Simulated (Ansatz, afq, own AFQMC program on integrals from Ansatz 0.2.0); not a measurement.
Two steps: Ansatz 0.2.0 writes the Fock matrix and Cholesky factors of the valence space, and afq projects on them the lowest state that overlaps trial and start.

```yaml
crystal:
  periodic: [false, false, false]
  atoms:
    - {symbol: Si, position_ang: [-0.716565, 0.284380, -0.358354]}
    - {symbol: Br, position_ang: [0.003865, -1.829180, -0.191146]}
basis:
  gaussian: {orbitals: def2-TZVP}
magnetization: {spin_polarized: true, initial_magnetization: 1}
correlation: {method: ccsd_t, electrons: outside_noble_gas, hamiltonian_folder: ham}
```

```sh
$ ansatz run in.yaml --threads 1 --pin off --events-out ev --progress --plain --max-ram 16896MiB --backend cuda --devices 0, --max-vram 18GiB
```

afq runs on the folder ham with

```
--method phaseless --trial cisd --walkers 3700 --populations 20 --least-time 60 --time-step 0.005 --steps-per-block 50 --equilibration-blocks 28 --max-blocks 4000 --target-error 0.0002 --factor-cut 1e-05 --start spin_pure --seed 5113 --release-times 0.24,0.51,0.99,1.62,2.4 --release-step 0.03 --release-every 3 --taylor-order 6
```

Times are imaginary, in 1/Eh. The walk had a cap of 245 s. With eight or more populations the least sampling time is a fifth of least-time, and the error comes from their spread. Filled inner d shells are frozen with the cores.

Output of the walk:

```
orbitals 66  electrons 6 5  factors 484 of 545
reference energy -2861.34374289 Eh
CCSD correlation -0.26124693 Eh in 12 cycles, weight of the determinant in the CISD state 0.8604
energy of the start -2861.603874 Eh
 block  time / (1/Eh)  mean weight  energy / Eh
     1     0.250  1.0001  -2861.601028
     2     0.500  0.9999  -2861.603734
     3     0.750  0.9997  -2861.606979
     4     1.000  0.9998  -2861.609598
     5     1.250  1.0000  -2861.611491
     8     2.000  1.0001  -2861.614726
    11     2.750  1.0000  -2861.617707
    17     4.250  0.9998  -2861.618113
    23     5.750  1.0000  -2861.618140
    29     7.250  1.0000  -2861.618438
    35     8.750  1.0001  -2861.618809
    41    10.250  1.0002  -2861.618900
    43    10.750  1.0000  -2861.619120
    47    11.750  0.9997  -2861.618469
    53    13.250  1.0003  -2861.617483
    55    13.750  1.0002  -2861.616788
    59    14.750  1.0000  -2861.617848
    65    16.250  1.0002  -2861.618614
    71    17.750  1.0001  -2861.618282
    77    19.250  1.0004  -2861.617390
    83    20.750  1.0004  -2861.618278
    85    21.250  1.0000  -2861.617892
error from the spread of 20 populations
released: time / (1/Eh)  energy / Eh  error  mean overlap
  0.24  -2861.618193  0.000104  0.9994
  0.51  -2861.802678  0.184445  1.0018
  0.99  -2861.618529  0.000122  0.9991
  1.62  -2861.619028  0.000354  0.9906
  2.40  -2861.618448  0.000183  0.9934
energy -2861.618190 +/- 0.000145 Eh
(rows thinned)
```

The run passed its tests (sampling time, drift between the halves within three errors, error under three times the target), which doesn't prove that it has relaxed, ending at its cap on processor time.

Against this walk (error 3.9 meV) on the same determinant: CCSD(T) 33.8 meV higher, CCSDT(Q) 15.6 meV lower. The error is statistical and leaves out the bias of the constraint. The released energies have errors that jump between times, so the bars are unsure (meV from the phaseless value at times in 1/Eh: 0 ± 3 at 0.24, -5020 ± 5019 at 0.51, -9 ± 3 at 0.99, -23 ± 10 at 1.62, -7 ± 5 at 2.40), so they give no level.

Cautions: constraint bias not in the error; no relativity below Rb; no spin-orbit coupling; inner d shell frozen.

The walk took 4.2 min on 1 × NVIDIA H100 80GB HBM3 with 2 threads of AMD EPYC 7R13 Processor (Zen 3), on a shared host (the card was shared). The log's last line is the phaseless energy.

CCSDT and higher add their correlation energy to the determinant of the CCSD(T) run, since their own runs factorise the integrals more tightly (a shift of under 2 meV). A walk keeps the symmetry of its determinant, which the program's search chose and which needn't be the lowest solution, so a lower state of the same spin and another symmetry isn't excluded.
